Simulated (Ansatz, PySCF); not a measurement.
Dissociation curve of SMILES C=C=O (C2H2O). The C1–C4 bond (C1 also carries H, H; C4 carries O) is varied alone, starting from the PBE0/def2-TZVP optimised geometry.

Levels of theory: RKS-PBE = restricted PBE/def2-TZVP in Ansatz (a quantum-chemistry and plane-wave program); UKS-PBE = unrestricted PBE/def2-TZVP in Ansatz; RKS-B3LYP = restricted B3LYP/def2-TZVP run with PySCF; UKS-PBE0 = unrestricted PBE0/def2-TZVP run with PySCF 2.14.0.

Energies relative to the lowest point of each curve near equilibrium, in kcal/mol; the last columns give the difference from UKS-PBE0:

```json
[
 {"R / Å": "0.98", "RKS-PBE": "158.7", "UKS-PBE": "158.7", "RKS-B3LYP": "154.4", "UKS-PBE0": "155.1", "RKS-PBE − UKS-PBE0": "3.6", "UKS-PBE − UKS-PBE0": "3.6", "RKS-B3LYP − UKS-PBE0": "-0.8"},
 {"R / Å": "1.04", "RKS-PBE": "93.3", "UKS-PBE": "93.3", "RKS-B3LYP": "89.8", "UKS-PBE0": "90.2", "RKS-PBE − UKS-PBE0": "3.2", "UKS-PBE − UKS-PBE0": "3.2", "RKS-B3LYP − UKS-PBE0": "-0.3"},
 {"R / Å": "1.11", "RKS-PBE": "44.6", "UKS-PBE": "44.6", "RKS-B3LYP": "42.1", "UKS-PBE0": "42.1", "RKS-PBE − UKS-PBE0": "2.5", "UKS-PBE − UKS-PBE0": "2.5", "RKS-B3LYP − UKS-PBE0": "0.0"},
 {"R / Å": "1.17", "RKS-PBE": "19.7", "UKS-PBE": "19.7", "RKS-B3LYP": "18.0", "UKS-PBE0": "17.9", "RKS-PBE − UKS-PBE0": "1.8", "UKS-PBE − UKS-PBE0": "1.8", "RKS-B3LYP − UKS-PBE0": "0.1"},
 {"R / Å": "1.23", "RKS-PBE": "6.1", "UKS-PBE": "6.1", "RKS-B3LYP": "5.1", "UKS-PBE0": "5.0", "RKS-PBE − UKS-PBE0": "1.1", "UKS-PBE − UKS-PBE0": "1.1", "RKS-B3LYP − UKS-PBE0": "0.1"},
 {"R / Å": "1.25", "RKS-PBE": "3.4", "UKS-PBE": "3.4", "RKS-B3LYP": "2.8", "UKS-PBE0": "2.6", "RKS-PBE − UKS-PBE0": "0.8", "UKS-PBE − UKS-PBE0": "0.8", "RKS-B3LYP − UKS-PBE0": "0.1"},
 {"R / Å": "1.31", "RKS-PBE": "0.0", "UKS-PBE": "0.0", "RKS-B3LYP": "0.0", "UKS-PBE0": "0.0", "RKS-PBE − UKS-PBE0": "0.0", "UKS-PBE − UKS-PBE0": "0.0", "RKS-B3LYP − UKS-PBE0": "0.0"},
 {"R / Å": "1.34", "RKS-PBE": "0.3", "UKS-PBE": "0.3", "RKS-B3LYP": "0.6", "UKS-PBE0": "0.7", "RKS-PBE − UKS-PBE0": "-0.4", "UKS-PBE − UKS-PBE0": "-0.4", "RKS-B3LYP − UKS-PBE0": "-0.1"},
 {"R / Å": "1.39", "RKS-PBE": "3.1", "UKS-PBE": "3.1", "RKS-B3LYP": "3.9", "UKS-PBE0": "4.2", "RKS-PBE − UKS-PBE0": "-1.1", "UKS-PBE − UKS-PBE0": "-1.1", "RKS-B3LYP − UKS-PBE0": "-0.3"},
 {"R / Å": "1.45", "RKS-PBE": "9.3", "UKS-PBE": "9.3", "RKS-B3LYP": "10.7", "UKS-PBE0": "11.3", "RKS-PBE − UKS-PBE0": "-2.0", "UKS-PBE − UKS-PBE0": "-2.0", "RKS-B3LYP − UKS-PBE0": "-0.6"},
 {"R / Å": "1.50", "RKS-PBE": "16.1", "UKS-PBE": "16.1", "RKS-B3LYP": "17.9", "UKS-PBE0": "18.8", "RKS-PBE − UKS-PBE0": "-2.7", "UKS-PBE − UKS-PBE0": "-2.7", "RKS-B3LYP − UKS-PBE0": "-0.9"},
 {"R / Å": "1.62", "RKS-PBE": "35.8", "UKS-PBE": "35.8", "RKS-B3LYP": "38.3", "UKS-PBE0": "40.1", "RKS-PBE − UKS-PBE0": "-4.3", "UKS-PBE − UKS-PBE0": "-4.3", "RKS-B3LYP − UKS-PBE0": "-1.9"},
 {"R / Å": "1.78", "RKS-PBE": "64.1", "UKS-PBE": "64.1", "RKS-B3LYP": "66.9", "UKS-PBE0": "70.2", "RKS-PBE − UKS-PBE0": "-6.1", "UKS-PBE − UKS-PBE0": "-6.1", "RKS-B3LYP − UKS-PBE0": "-3.3"},
 {"R / Å": "1.98", "RKS-PBE": "96.1", "UKS-PBE": "96.1", "RKS-B3LYP": "98.5", "UKS-PBE0": "102.4", "RKS-PBE − UKS-PBE0": "-6.3", "UKS-PBE − UKS-PBE0": "-6.3", "RKS-B3LYP − UKS-PBE0": "-3.9"},
 {"R / Å": "2.16", "RKS-PBE": "119.4", "UKS-PBE": "110.2", "RKS-B3LYP": "120.3", "UKS-PBE0": "111.7", "RKS-PBE − UKS-PBE0": "7.7", "UKS-PBE − UKS-PBE0": "-1.5", "RKS-B3LYP − UKS-PBE0": "8.6"},
 {"R / Å": "2.34", "RKS-PBE": "—", "UKS-PBE": "112.0", "RKS-B3LYP": "135.9", "UKS-PBE0": "110.9", "RKS-PBE − UKS-PBE0": "—", "UKS-PBE − UKS-PBE0": "1.1", "RKS-B3LYP − UKS-PBE0": "25.1"},
 {"R / Å": "2.61", "RKS-PBE": "—", "UKS-PBE": "—", "RKS-B3LYP": "150.3", "UKS-PBE0": "—", "RKS-PBE − UKS-PBE0": "—", "UKS-PBE − UKS-PBE0": "—", "RKS-B3LYP − UKS-PBE0": "—"},
 {"R / Å": "2.91", "RKS-PBE": "—", "UKS-PBE": "—", "RKS-B3LYP": "158.4", "UKS-PBE0": "—", "RKS-PBE − UKS-PBE0": "—", "UKS-PBE − UKS-PBE0": "—", "RKS-B3LYP − UKS-PBE0": "—"},
 {"R / Å": "3.22", "RKS-PBE": "—", "UKS-PBE": "—", "RKS-B3LYP": "162.2", "UKS-PBE0": "—", "RKS-PBE − UKS-PBE0": "—", "UKS-PBE − UKS-PBE0": "—", "RKS-B3LYP − UKS-PBE0": "—"},
 {"R / Å": "3.53", "RKS-PBE": "—", "UKS-PBE": "—", "RKS-B3LYP": "164.0", "UKS-PBE0": "—", "RKS-PBE − UKS-PBE0": "—", "UKS-PBE − UKS-PBE0": "—", "RKS-B3LYP − UKS-PBE0": "—"},
 {"R / Å": "3.91", "RKS-PBE": "—", "UKS-PBE": "—", "RKS-B3LYP": "164.9", "UKS-PBE0": "—", "RKS-PBE − UKS-PBE0": "—", "UKS-PBE − UKS-PBE0": "—", "RKS-B3LYP − UKS-PBE0": "—"}
]
```

RKS-PBE is furthest from UKS-PBE0 at 2.16 (7.7 kcal/mol, above); its mean absolute difference over the points is 2.9 kcal/mol.

UKS-PBE is furthest from UKS-PBE0 at 1.98 (-6.3 kcal/mol, below); its mean absolute difference over the points is 2.4 kcal/mol.

RKS-B3LYP is furthest from UKS-PBE0 at 2.34 (25.1 kcal/mol, above); its mean absolute difference over the points is 2.9 kcal/mol.

Dashes: no converged value, or the column stops at the first point that the program doubted or that broke a chosen test of continuity, which isn't proof of a fault.

The restricted form behind RKS-PBE, RKS-B3LYP keeps the bonding electrons paired and can't separate into open-shell fragments. The unrestricted determinant behind UKS-PBE, UKS-PBE0 is spin-contaminated at 1.98 to 3.91 Å (<S²> up to 1.0, against 0.00 for a pure singlet). The unrestricted solution behind UKS-PBE0 changes between 1.98 and 2.16 Å, which can leave a kink.
